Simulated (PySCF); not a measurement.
# C5H2F+: electronic excitations at several levels of theory, part 2 of 2

PySCF 2.14.0. Atoms count from 0. Earlier steps stand in the parts before.

## (5) Excited states and response: LC-wPBE/def2-SVPD

The job: settings as JSON, then the geometry in Å.

```
{"job": {"kind": "uv", "xc": "LC-wPBE", "basis": "def2-SVPD", "ip": true}, "charge": 1, "multiplicity": 1}
C      2.251089     0.309572     0.729857
C      1.105512     0.155241     0.353977
C     -0.195536    -0.029032    -0.061639
C     -1.212795     0.247258    -0.978651
C     -1.453333    -0.581230     0.061141
F     -2.245669    -1.323002     0.694534
H      3.271948     0.447385     1.061359
H     -1.512496     0.781146    -1.885053
```

Level: TDDFT LC-wPBE/def2-SVPD, vertical, gas phase, core orbitals frozen in the response.

Log:

```text
coarse grid: 7760 points
cycle   1  E = -290.5335103026  dE =  1.877e+00  |g| = 6.230e-01  |ddm| = 7.960e+00
cycle   2  E = -290.5786095041  dE = -4.510e-02  |g| = 5.591e-01  |ddm| = 1.879e+00
cycle   3  E = -290.6394386503  dE = -6.083e-02  |g| = 1.209e-01  |ddm| = 1.090e+00
cycle   4  E = -290.6419490920  dE = -2.510e-03  |g| = 4.088e-02  |ddm| = 3.087e-01
cycle   5  E = -290.6423282444  dE = -3.792e-04  |g| = 1.574e-02  |ddm| = 1.944e-01
cycle   6  E = -290.6423928563  dE = -6.461e-05  |g| = 4.491e-03  |ddm| = 4.152e-02
cycle   7  E = -290.6423993978  dE = -6.541e-06  |g| = 1.429e-03  |ddm| = 1.713e-02
final grid: 78392 points
cycle   8  E = -290.6957539177  dE = -1.424e-05  |g| = 7.830e-03  |ddm| = 1.591e-01
cycle   9  E = -290.6957521933  dE =  1.724e-06  |g| = 8.923e-03  |ddm| = 2.350e-02
cycle  10  E = -290.6957644740  dE = -1.228e-05  |g| = 3.466e-04  |ddm| = 6.598e-03
cycle  11  E = -290.6957646649  dE = -1.909e-07  |g| = 2.336e-04  |ddm| = 2.422e-03
cycle  12  E = -290.6957647080  dE = -4.310e-08  |g| = 1.182e-04  |ddm| = 9.508e-04
cycle  13  E = -290.6957647213  dE = -1.331e-08  |g| = 6.258e-05  |ddm| = 5.473e-04
cycle  14  E = -290.6957647251  dE = -3.805e-09  |g| = 2.312e-05  |ddm| = 2.997e-04
cycle  15  E = -290.6957647255  dE = -3.930e-10  |g| = 4.730e-06  |ddm| = 1.071e-04
converged SCF energy = -290.6957647255

Static polarisability (au): isotropic 49.647, principal 27.386 40.055 81.501

Singlet excitations
state   eV       nm        f      main configurations
  1   4.0223    308.2   0.00001   H->L 0.96
  2   5.3390    232.2   0.16790   H-1->L 0.78, H->L+2 0.16
  3   6.8398    181.3   0.00002   H-1->L+2 0.82, H-1->L+3 0.10
  4   7.1744    172.8   0.00004   H->L+1 0.70, H-2->L+1 0.21
  5   7.4384    166.7   0.00031   H-2->L 0.89
  6   7.8185    158.6   0.08056   H-1->L+1 0.85
  7   7.9187    156.6   0.00001   H-2->L+1 0.47, H-4->L 0.34
  8   8.6367    143.6   0.91768   H->L+2 0.38, H-3->L 0.20, H-1->L 0.12
  9   8.6572    143.2   0.00263   H-4->L 0.53, H-2->L+1 0.25, H->L+1 0.13
 10   9.3266    132.9   0.15274   H-3->L 0.64, H->L+2 0.21

Triplet excitations (Tamm-Dancoff, eV): 3.5800 3.6624 5.2028 6.0754
Vertical ionisation energy (delta-SCF) = 16.4169 eV
Vertical electron affinity (delta-SCF) = 6.3507 eV
```

Run time: 60 s. Hardware: 1 thread, shared host.

In short: HOMO -16.74 eV, LUMO -6.03 eV; lowest singlet 4.02 eV.

## (6) Ultraviolet spectrum: PBE0/6-31G*

Same as in step 5 but for these lines:

```diff
@@ -1,2 +1,2 @@
-{"job": {"kind": "uv", "xc": "LC-wPBE", "basis": "def2-SVPD", "ip": true}, "charge": 1, "multiplicity": 1}
+{"job": {"kind": "uv", "xc": "PBE0", "basis": "6-31G*"}, "charge": 1, "multiplicity": 1}
 C      2.251089     0.309572     0.729857
```

Method: TDDFT PBE0/6-31G*, vertical, gas phase, core orbitals frozen in the response.

Log:

```text
coarse grid: 7760 points
cycle   1  E = -290.7572965825  dE =  1.607e+00  |g| = 5.062e-01  |ddm| = 3.785e+00
cycle   2  E = -290.6399428207  dE =  1.174e-01  |g| = 8.684e-01  |ddm| = 1.430e+00
cycle   3  E = -290.8116680245  dE = -1.717e-01  |g| = 1.737e-01  |ddm| = 9.302e-01
cycle   4  E = -290.8174767834  dE = -5.809e-03  |g| = 9.265e-02  |ddm| = 2.277e-01
cycle   5  E = -290.8195912006  dE = -2.114e-03  |g| = 1.063e-02  |ddm| = 8.997e-02
cycle   6  E = -290.8196034130  dE = -1.221e-05  |g| = 7.186e-03  |ddm| = 1.857e-02
cycle   7  E = -290.8196161680  dE = -1.276e-05  |g| = 2.489e-04  |ddm| = 1.004e-02
cycle   8  E = -290.8196161918  dE = -2.383e-08  |g| = 9.847e-05  |ddm| = 8.381e-04
final grid: 78392 points
cycle   9  E = -290.7823785466  dE = -1.823e-05  |g| = 4.130e-03  |ddm| = 1.888e-02
cycle  10  E = -290.7823776703  dE =  8.762e-07  |g| = 5.138e-03  |ddm| = 9.426e-03
cycle  11  E = -290.7823828005  dE = -5.130e-06  |g| = 1.018e-03  |ddm| = 5.653e-03
cycle  12  E = -290.7823829836  dE = -1.831e-07  |g| = 2.485e-04  |ddm| = 1.250e-03
cycle  13  E = -290.7823829968  dE = -1.318e-08  |g| = 1.223e-04  |ddm| = 3.198e-04
cycle  14  E = -290.7823830007  dE = -3.920e-09  |g| = 2.355e-05  |ddm| = 1.280e-04
cycle  15  E = -290.7823830008  dE = -1.273e-10  |g| = 1.041e-05  |ddm| = 4.134e-05
converged SCF energy = -290.7823830008

Static polarisability (au): isotropic 43.648, principal 17.450 33.435 80.057

Singlet excitations
state   eV       nm        f      main configurations
  1   3.8688    320.5   0.00000   H->L 0.99
  2   5.3088    233.5   0.15958   H-1->L 0.81, H->L+2 0.18
  3   6.0852    203.7   0.00062   H->L+1 0.97
  4   6.7023    185.0   0.01956   H-1->L+1 0.95
  5   6.9118    179.4   0.00000   H-1->L+2 0.85, H-2->L 0.13
  6   7.0609    175.6   0.00062   H-2->L 0.86, H-1->L+2 0.13
  7   7.9375    156.2   0.00001   H-2->L+1 0.75, H-4->L 0.21
  8   8.2603    150.1   0.00140   H-4->L 0.75, H-2->L+1 0.22
  9   8.5162    145.6   0.59737   H-3->L 0.57, H->L+2 0.26
 10   8.8267    140.5   0.45822   H->L+2 0.38, H-3->L 0.36, H-1->L+4 0.13

Triplet excitations (Tamm-Dancoff, eV): 3.5121 3.5431 5.2360 5.6937
```

Wall time 5.5 s (1 thread, shared host).

This run: HOMO -13.81 eV, LUMO -8.04 eV; lowest singlet 3.87 eV.

## (7) Excited states and response: PBE0/def2-SVP

Same as in step 6 but for these lines:

```diff
@@ -1,2 +1,2 @@
-{"job": {"kind": "uv", "xc": "PBE0", "basis": "6-31G*"}, "charge": 1, "multiplicity": 1}
+{"job": {"kind": "uv", "xc": "PBE0", "basis": "def2-SVP"}, "charge": 1, "multiplicity": 1}
 C      2.251089     0.309572     0.729857
```

Method: TDDFT PBE0/def2-SVP, vertical, gas phase, core orbitals frozen in the response.

Log:

```text
coarse grid: 7760 points
cycle   1  E = -290.4629580345  dE =  1.561e+00  |g| = 5.109e-01  |ddm| = 3.482e+00
cycle   2  E = -290.3512017376  dE =  1.118e-01  |g| = 8.539e-01  |ddm| = 1.308e+00
cycle   3  E = -290.5177494643  dE = -1.665e-01  |g| = 1.772e-01  |ddm| = 8.763e-01
cycle   4  E = -290.5237362106  dE = -5.987e-03  |g| = 9.449e-02  |ddm| = 2.074e-01
cycle   5  E = -290.5259425691  dE = -2.206e-03  |g| = 1.095e-02  |ddm| = 7.939e-02
cycle   6  E = -290.5259565408  dE = -1.397e-05  |g| = 6.999e-03  |ddm| = 1.615e-02
cycle   7  E = -290.5259685221  dE = -1.198e-05  |g| = 4.121e-04  |ddm| = 7.827e-03
cycle   8  E = -290.5259685771  dE = -5.496e-08  |g| = 1.347e-04  |ddm| = 6.697e-04
final grid: 78392 points
cycle   9  E = -290.5688414511  dE = -1.397e-05  |g| = 3.114e-03  |ddm| = 1.616e-02
cycle  10  E = -290.5688415267  dE = -7.557e-08  |g| = 3.419e-03  |ddm| = 7.311e-03
cycle  11  E = -290.5688439963  dE = -2.470e-06  |g| = 8.658e-04  |ddm| = 3.865e-03
cycle  12  E = -290.5688441293  dE = -1.330e-07  |g| = 8.100e-05  |ddm| = 9.493e-04
cycle  13  E = -290.5688441288  dE =  4.944e-10  |g| = 9.072e-05  |ddm| = 1.556e-04
cycle  14  E = -290.5688441311  dE = -2.252e-09  |g| = 1.801e-05  |ddm| = 8.366e-05
cycle  15  E = -290.5688441312  dE = -6.531e-11  |g| = 9.027e-06  |ddm| = 2.344e-05
converged SCF energy = -290.5688441312

Static polarisability (au): isotropic 45.248, principal 20.151 34.770 80.822

Singlet excitations
state   eV       nm        f      main configurations
  1   3.8574    321.4   0.00000   H->L 0.99
  2   5.3002    233.9   0.16760   H-1->L 0.81, H->L+2 0.18
  3   6.0381    205.3   0.00049   H->L+1 0.97
  4   6.6614    186.1   0.01974   H-1->L+1 0.95
  5   6.9166    179.3   0.00000   H-1->L+2 0.81, H-2->L 0.17
  6   7.0470    175.9   0.00063   H-2->L 0.81, H-1->L+2 0.17
  7   7.8986    157.0   0.00000   H-2->L+1 0.76, H-4->L 0.20
  8   8.2405    150.5   0.00151   H-4->L 0.76, H-2->L+1 0.21
  9   8.4894    146.0   0.66251   H-3->L 0.53, H->L+2 0.29
 10   8.7930    141.0   0.39324   H-3->L 0.41, H->L+2 0.34, H-1->L+4 0.13

Triplet excitations (Tamm-Dancoff, eV): 3.5082 3.5551 5.2509 5.6684
```

It took 5.9 s on 1 thread, shared host.

Key values: HOMO -14.01 eV, LUMO -8.26 eV; lowest singlet 3.86 eV.

## (8) Excited states and response: PBE0/def2-TZVP

Same as in step 7 but for these lines:

```diff
@@ -1,2 +1,2 @@
-{"job": {"kind": "uv", "xc": "PBE0", "basis": "def2-SVP"}, "charge": 1, "multiplicity": 1}
+{"job": {"kind": "uv", "xc": "PBE0", "basis": "def2-TZVP"}, "charge": 1, "multiplicity": 1}
 C      2.251089     0.309572     0.729857
```

Method: TDDFT PBE0/def2-TZVP, vertical, gas phase, core orbitals frozen in the response.

Log:

```text
coarse grid: 7760 points
cycle   1  E = -290.8427791084  dE =  1.606e+00  |g| = 5.195e-01  |ddm| = 4.115e+00
cycle   2  E = -290.7318665921  dE =  1.109e-01  |g| = 8.644e-01  |ddm| = 1.087e+00
cycle   3  E = -290.8950558832  dE = -1.632e-01  |g| = 1.855e-01  |ddm| = 6.426e-01
cycle   4  E = -290.9011268129  dE = -6.071e-03  |g| = 1.043e-01  |ddm| = 1.469e-01
cycle   5  E = -290.9037097347  dE = -2.583e-03  |g| = 1.248e-02  |ddm| = 6.122e-02
cycle   6  E = -290.9037291284  dE = -1.939e-05  |g| = 6.940e-03  |ddm| = 1.675e-02
cycle   7  E = -290.9037401098  dE = -1.098e-05  |g| = 4.506e-04  |ddm| = 6.181e-03
cycle   8  E = -290.9037401731  dE = -6.323e-08  |g| = 1.343e-04  |ddm| = 6.650e-04
final grid: 78392 points
cycle   9  E = -290.8961759387  dE = -3.604e-05  |g| = 3.503e-03  |ddm| = 1.018e-01
cycle  10  E = -290.8961772332  dE = -1.294e-06  |g| = 2.321e-03  |ddm| = 7.367e-03
cycle  11  E = -290.8961783762  dE = -1.143e-06  |g| = 8.044e-04  |ddm| = 2.577e-03
cycle  12  E = -290.8961785014  dE = -1.253e-07  |g| = 3.402e-04  |ddm| = 6.943e-04
cycle  13  E = -290.8961785276  dE = -2.613e-08  |g| = 1.383e-04  |ddm| = 2.491e-04
cycle  14  E = -290.8961785316  dE = -4.005e-09  |g| = 1.589e-05  |ddm| = 1.088e-04
cycle  15  E = -290.8961785316  dE = -4.940e-11  |g| = 5.598e-06  |ddm| = 1.748e-05
converged SCF energy = -290.8961785316

Static polarisability (au): isotropic 49.402, principal 25.487 39.081 83.638

Singlet excitations
state   eV       nm        f      main configurations
  1   3.8709    320.3   0.00001   H->L 0.99
  2   5.2666    235.4   0.16026   H-1->L 0.81, H->L+2 0.18
  3   6.0183    206.0   0.00013   H->L+1 0.97
  4   6.6152    187.4   0.01767   H-1->L+1 0.95
  5   6.8414    181.2   0.00002   H-1->L+2 0.90
  6   7.0166    176.7   0.00046   H-2->L 0.90
  7   7.8808    157.3   0.00000   H-2->L+1 0.75, H-4->L 0.21
  8   8.2133    151.0   0.00136   H-4->L 0.75, H-2->L+1 0.22
  9   8.3645    148.2   0.82909   H->L+2 0.44, H-3->L 0.31, H-1->L 0.10
 10   8.6499    143.3   0.11093   H-3->L 0.57, H->L+2 0.16, H->L+3 0.14

Triplet excitations (Tamm-Dancoff, eV): 3.5198 3.5557 5.2125 5.6576
```

Run time: 18 s. Hardware: 1 thread, shared host.

This run: HOMO -13.95 eV, LUMO -8.18 eV; lowest singlet 3.87 eV.

## (9) Comparing the runs: electronic excitations

Excitations and ground-state properties, with basis size and wall time:

```
                run  lowest singlet (eV)  brightest (eV)      f  gap (eV)  α (Å³)  functions   time
CAM-B3LYP/def2-SVPD                 3.91            8.44  0.899      8.23    7.50        139   44 s
  wB97X-D/def2-SVPD                 3.93            8.48  0.918      9.40    7.54        139   42 s
  LC-wPBE/def2-SVPD                 4.02            8.64  0.918     10.72    7.36        139   60 s
        PBE0/6-31G*                 3.87            8.52  0.597      5.77    6.47         88  5.5 s
      PBE0/def2-SVP                 3.86            8.49  0.663      5.75    6.71         94  5.9 s
     PBE0/def2-TZVP                 3.87            8.36  0.829      5.77    7.32        198   18 s
```

## (10) Outcome

What follows sums up all 2 parts.

| quantity | value |
| --- | --- |
| point group | Cs |
| rotational constants (main isotopes) | 11.65, 2.16, 1.82 GHz |
| lowest singlet (CAM-B3LYP/def2-SVPD) | 3.91 eV (317 nm), f = 0.000 |
| brightest single state of those computed | state 9, 8.44 eV, f = 0.899 |
| lowest triplet | 3.61 eV |
| vertical ionisation energy (ΔSCF) | 16.40 eV |
| vertical electron affinity (ΔSCF) | 6.22 eV |
| range of the lowest singlet | 3.86 to 4.02 eV |

**Reading.** Single values in the summary come from the first run of each kind that ended normally (CAM-B3LYP/def2-SVPD), which need not be the best level. Over 13 steps the energy fell by 0.052 eV; of the close pairs, C2–C4 changed most, 1.403 to 1.379 Å. The lowest singlet, at 3.91 eV, is HOMO→LUMO 0.97 and is dark; of the 10 states computed, the strongest absorption comes from state 9 at 8.44 eV. The lowest triplet lies 0.30 eV below the lowest singlet (triplets in Tamm-Dancoff, singlets in full TDDFT). ΔSCF puts the ionisation energy at 16.40 eV, 1.06 eV above −ε(HOMO). The lowest singlet runs from 3.86 eV (PBE0/def2-SVP) to 4.02 eV (LC-wPBE/def2-SVPD), while the orbital gap spans 5.75 to 10.72 eV. The lowest state need not be the same one in every run.
